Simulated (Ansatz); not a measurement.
# H3NO (SMILES NO): HF/3-21G

What is the vertical ionisation energy of H3NO at HF/3-21G? 

The results are computed with Ansatz 0.2.0.

54 further runs of the same task are left out: 54 set aside as unsound or not needed.

### 1 The structure to begin with

H3NO has 5 atoms, charge 0, and is taken as a singlet. SMILES: `NO`. The shape is that of a PBE0-D4/def2-TZVP optimisation. This is one conformer, not always the lowest.

Bond lengths: N1–O2 1.422 Å, N1–H3 1.016 Å, N1–H4 1.016 Å, O2–H5 0.960 Å. Angles: N1–O2–H5 102.8°, O2–N1–H3 104.5°, O2–N1–H4 104.5°, H3–N1–H4 106.0°.

### 2 The energy at HF/3-21G

The input, job.yaml:

```yaml
crystal:
  periodic: [false, false, false]
  atoms:
    - {symbol: "N", position_ang: [-0.165120, -0.361290, -0.321170]}
    - {symbol: O, position_ang: [0.364460, 0.666040, 0.508060]}
    - {symbol: H, position_ang: [-0.162690, -1.190020, 0.266770]}
    - {symbol: H, position_ang: [-1.141650, -0.109840, -0.446210]}
    - {symbol: H, position_ang: [1.105010, 0.995100, -0.007440]}
basis:
  gaussian:
    orbitals: 3-21G.json
hamiltonian:
  xc: hf
accuracy: high
output: {orbitals: {seedname: orbitals}}
```

The basis set 3-21G is read from a file made from the Basis Set Exchange's data (not shown).

On the command line:

```console
ansatz run job.yaml --threads 1 --pin off --max-ram 3480MiB --events-out events.jsonl --progress --plain --runs-dir runs
```

The program printed:

```text
Warning: RAYON_NUM_THREADS=1 ignored (pool sized by the plan → 1); use --threads N
Functional definition: HF
  name "HF"
  exchange = exact_x
  correlation = 0
487 factors; integrals over basis functions are off by at most 5.3e-9 eV
mean field evaluation 1: about -3543.5570 eV, gradient 2.0e1 eV
mean field evaluation 2: about -3543.5545 eV, gradient 2.0e1 eV
mean field evaluation 4: about -3544.3925 eV, gradient 1.8e0 eV
mean field evaluation 8: about -3544.4031 eV, gradient 3.5e-4 eV
mean field -3544.40309328 eV, -130.2544111952 hartree, gradient 3.3e-8 eV, S^2 0.000000; 0 other end points of the search recorded, 0 dependent functions left out
reference -3544.40309328 eV, -130.2544111952 hartree; 9, 9 occupied and 15, 15 virtual orbitals, 487 factors
Total energy: -3544.40309328 eV, -130.2544111952 hartree
```

Run time: 0.08 s. Hardware: 1 thread of Arm Neoverse V2, shared host.

### 3 The doublet cation at the same level

The input, input.yaml:

```yaml
crystal:
  periodic: [false, false, false]
  atoms:
    - {symbol: "N", position_ang: [-0.165120, -0.361290, -0.321170]}
    - {symbol: O, position_ang: [0.364460, 0.666040, 0.508060]}
    - {symbol: H, position_ang: [-0.162690, -1.190020, 0.266770]}
    - {symbol: H, position_ang: [-1.141650, -0.109840, -0.446210]}
    - {symbol: H, position_ang: [1.105010, 0.995100, -0.007440]}
basis:
  gaussian:
    orbitals: 3-21G.json
hamiltonian:
  xc: hf
total_charge: 1
accuracy: high
output: {orbitals: {seedname: orbitals}}
magnetization:
  spin_polarized: true
  initial_magnetization: 1
```

The basis set 3-21G is read from a file made from the Basis Set Exchange's data (not shown).

On the command line:

```console
ansatz run input.yaml --threads 1 --pin off --max-ram 3480MiB --events-out events.jsonl --progress --plain --runs-dir runs
```

The program printed:

```text
Warning: RAYON_NUM_THREADS=1 ignored (pool sized by the plan → 1); use --threads N
[... 4 set-up lines as earlier in the session ...]
487 factors; integrals over basis functions are off by at most 5.3e-9 eV
mean field evaluation 1: about -3532.0845 eV, gradient 2.8e1 eV
mean field evaluation 2: about -3532.2521 eV, gradient 2.8e1 eV
mean field evaluation 4: about -3535.0785 eV, gradient 2.7e0 eV
mean field evaluation 8: about -3535.2302 eV, gradient 1.7e-1 eV
mean field evaluation 16: about -3535.2309 eV, gradient 2.9e-8 eV
mean field evaluation 32: about -3534.5258 eV, gradient 4.6e-5 eV
mean field -3535.23090760 eV, -129.9173395889 hartree, gradient 3.0e-8 eV, S^2 0.760204; 1 other end points of the search recorded, 0 dependent functions left out
reference -3535.23090760 eV, -129.9173395889 hartree; 9, 8 occupied and 15, 16 virtual orbitals, 487 factors
Total energy: -3535.23090760 eV, -129.9173395889 hartree
```

Run time: 0.16 s. Hardware: 1 thread of Arm Neoverse V2, shared host.

### 4 What came out

Level: HF/3-21G.

| quantity | value |
| --- | --- |
| singlet H3NO: total energy | -130.25441 Eh |
| singlet H3NO: HOMO energy | -11.02 eV |
| singlet H3NO: LUMO energy | 7.48 eV |
| singlet H3NO: HOMO–LUMO gap | 18.50 eV |
| doublet cation: total energy | -129.91734 Eh |
| doublet cation: HOMO energy (highest over α and β) | -22.15 eV |
| doublet cation: LUMO energy (lowest over α and β) | -7.37 eV |
| doublet cation: ⟨S²⟩ | 0.760 |
| vertical ionisation energy (to the doublet cation) | 9.172 eV |

In words: Removing an electron at fixed nuclei costs 9.17 eV (212 kcal/mol). The negative HOMO energy of the first species, 11.02 eV, lies 1.84 eV above that difference.
